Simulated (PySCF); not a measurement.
Disulfane, H2S2.
Cartesian coordinates in Å at the PBE0-D3(BJ)/def2-TZVP level; atoms count from 1:
```
atom  x, y, z in Å
S1     1.0135    0.4866    0.3759
S2    -0.9483    0.4591   -0.2013
H3     1.5053   -0.3715   -0.5377
H4    -1.3750   -0.5514    0.5798
```

Method used: PySCF, TDDFT CAM-B3LYP/aug-cc-pVTZ, vertical, gas phase, core orbitals frozen in the response. Geometry: PBE0-D3(BJ)/def2-TZVP; no solvent, vibrations or thermal averaging.

Computed states:

| state | E (eV) | f |
| --- | --- | --- |
| S1 | 4.92 | 0.011 |
| S2 | 4.92 | 0.0038 |
| S3 | 5.86 | 0.010 |
| S4 | 5.90 | 0.014 |
| S5 | 6.71 | 0.017 |
| S6 | 6.71 | 0.0039 |
| S7 | 7.74 | 0.013 |
| S8 | 7.77 | 0.076 |
| S9 | 7.80 | 0.025 |
| S10 | 7.85 | 0.0020 |

Each state is given a Gaussian of 0.5 eV full width at half maximum, with ε(max) = 2.175×10⁸ f / Δν̃ (Δν̃ the width in cm⁻¹). The cross-section is σ = 3.8235×10⁻²¹ ε cm², given in Mb (10⁻¹⁸ cm²). The width is an assumption, not a result. The curve ends short of the highest state used, and states not computed would add to its high-energy end.

(1) What does the envelope look like, and where are its maxima?

(2) Coming from long wavelengths, where does ε first pass 100 L mol⁻¹ cm⁻¹?

(3) On this curve, what absorbance would a 10⁻³ mol/L sample give at 222 nm over a 1 cm path?

Results:

(1) 
| E (eV) | σ (Mb) |
| --- | --- |
| 4.17 | 0.01 |
| 4.24 | 0.02 |
| 4.31 | 0.05 |
| 4.38 | 0.12 |
| 4.45 | 0.27 |
| 4.52 | 0.52 |
| 4.60 | 0.99 |
| 4.67 | 1.53 |
| 4.74 | 2.13 |
| 4.81 | 2.65 |
| 4.88 | 2.97 |
| 4.95 | 2.98 |
| 5.03 | 2.63 |
| 5.10 | 2.09 |
| 5.17 | 1.51 |
| 5.24 | 1.01 |
| 5.31 | 0.69 |
| 5.38 | 0.60 |
| 5.46 | 0.82 |
| 5.53 | 1.33 |
| 5.60 | 2.11 |
| 5.67 | 3.06 |
| 5.74 | 4.01 |
| 5.81 | 4.73 |
| 5.89 | 5.01 |
| 5.96 | 4.70 |
| 6.03 | 3.97 |
| 6.10 | 3.05 |
| 6.17 | 2.20 |
| 6.24 | 1.62 |
| 6.31 | 1.43 |
| 6.39 | 1.72 |
| 6.46 | 2.34 |
| 6.53 | 3.13 |
| 6.60 | 3.86 |
| 6.67 | 4.32 |
| 6.74 | 4.34 |
| 6.82 | 3.82 |
| 6.89 | 3.05 |
| 6.96 | 2.19 |
| 7.03 | 1.45 |
| 7.10 | 0.97 |
| 7.17 | 0.86 |
| 7.25 | 1.36 |

Maxima: 252 nm (4.92 eV), ε about 790, made up of S1 (74%) and S2 (26%); 211 nm (5.88 eV), ε about 1300, made up of S3 (42%) and S4 (58%); 185 nm (6.71 eV), ε about 1100, made up of S5 (82%) and S6 (18%) (ε in L mol⁻¹ cm⁻¹; maxima over ε = 5, shares over 10%). At its high-energy end, 7.25 eV, the curve is still rising (ε about 360, from S5, S7, S8 and S9).

(2) At about 276 nm (4.49 eV), 0.43 eV below S1.

(3) 222 nm is 5.585 eV, where ε is about 500 L mol⁻¹ cm⁻¹, so A = ε c l ≈ 0.5 (Beer–Lambert, with the gas-phase spectrum and the assumed width).
